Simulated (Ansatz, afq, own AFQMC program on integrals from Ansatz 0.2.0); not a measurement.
**AlSiH, triplet → AlSiH⁺, doublet**

| atom | x (Å) | y (Å) | z (Å) |
| --- | --- | --- | --- |
| Si | 0.0000 | -0.0360 | 1.1654 |
| Al | 0.0000 | -0.0118 | -1.2249 |
| H | 0.0000 | 1.3177 | 0.3154 |

Connectivity, by distances: SiH–Al.

E(doublet, charge +1) − E(triplet, charge +0) at this geometry, on UHF and UHF determinants.

Basis cc-pVTZ. Only valence electrons are correlated. Ansatz 0.2.0 and our own AFQMC program on the same integrals; the CISD trial comes from CCSD amplitudes, and released means the phaseless constraint is let go. ± is one standard error of the sampling. The errors of all members are added in quadrature.

No full CI on the walks' own integrals is used here; CCSDT(Q) serves as the reference and is uncertain by about the last step of the cluster series. Each member takes its own surest rung, up to full CI.

The best estimate is CCSD(T) at the basis-set limit (CBS: def2-TZVPP and def2-QZVPP, with their diffuse functions for anions and beside diffuse sets, CCSD(T) itself extrapolated) plus the step from CCSD(T) to CCSDT(Q) in cc-pVTZ. Rows without CBS are in cc-pVTZ; B2PLYP and the wave-function rows carry a basis error of their own. Core correlation and relativity beyond core potentials are missing, and ± holds the sampling alone.

Cautions: AlSiH (triplet): lower spins were not checked, unrestricted determinant slightly spin contaminated (⟨S²⟩ 2.09 against 2.00), the released energies are still falling, so no released level is given (meV from the phaseless value at times in 1/Eh: -7 ± 4 at 0.24, -14 ± 6 at 0.51, -19 ± 4 at 0.99, -25.2 ± 2.4 at 1.62, -29 ± 4 at 2.40), though the last usable value meets CCSDT(Q) within the noise, its ph-AFQMC/CISD value lies 31 ± 4 meV above CCSDT(Q); AlSiH⁺ (doublet): higher spins were not checked, an unrestricted solution with more broken spin lies lower, strong correlation (T1 0.064, weight of the determinant 0.81, largest double 0.12), unrestricted determinant spin contaminated (⟨S²⟩ 0.89 against 0.75), the released energies have errors that jump between times, so the bars are unsure, so no released level is given (meV from the phaseless value at times in 1/Eh: -7 ± 6 at 0.24, -15 ± 4 at 0.51, -10455 ± 10430 at 0.99, -37 ± 8 at 1.62, -41 ± 4 at 2.40), its ph-AFQMC/CISD value lies 50 ± 4 meV above CCSDT(Q).

Best estimate: 176.4 kcal/mol.

| level | vertical ionization energy (kcal/mol) | error against the best estimate (kcal/mol) |
| --- | --- | --- |
| HF | 169.4 | -7.0 |
| MP2 | 176.6 | 0.2 |
| CCSD | 175.3 | -1.0 |
| CCSD(T) | 175.3 | -1.1 |
| CCSDT | 175.3 | -1.1 |
| CCSDT(Q) | 175.2 | -1.2 |
| ph-AFQMC/CISD | 175.7 ± 0.1 | -0.7 ± 0.1 |
| HF/CBS | 169.2 | -7.1 |
| MP2/CBS | 176.9 | 0.6 |
| CCSD(T)/CBS | 176.4 | 0.1 |
| PBE | 175.6 | -0.7 |
| r2SCAN | 178.8 | 2.4 |
| PBE0 | 178.0 | 1.7 |
| B3LYP | 175.6 | -0.7 |
| wB97M-V | 171.6 | -4.8 |
| B2PLYP | 175.6 | -0.8 |

Correlation beyond CCSD(T) takes off 0.1 kcal/mol. Going to the basis-set limit adds 1.2 kcal/mol at CCSD(T). The perturbative (T) step is worth −0.0 kcal/mol. The functionals spread over 7.2 kcal/mol; PBE and B3LYP come nearest and wB97M-V is 4.8 kcal/mol too low. Where the cautions show a poor determinant, the low rows tell how each method copes with it, not its usual error.

Best estimates are given only where the step beyond CCSD(T) is under 0.3 eV and no member's determinant is very poor (T1 over 0.05, or 0.07 for open shells, ⟨S²⟩ too high by 0.3, two states mixed), so the hardest cases are missing from such tables.

The functionals ran in a triple-zeta set and keep a basis error of their own, a few kJ/mol for each bond in atomization energies and more for double hybrids, so close places among them and the extrapolated levels can swap.

CCSDT and higher add their correlation energy to the determinant of the CCSD(T) run, since their own runs factorise the integrals more tightly (a shift of under 2 meV). Each member of a difference takes its own highest rung, so a best estimate needn't equal the limit plus the step of one row. A walk keeps the symmetry of its determinant, which the program's search chose and which needn't be the lowest solution, so a lower state of the same spin and another symmetry isn't excluded.
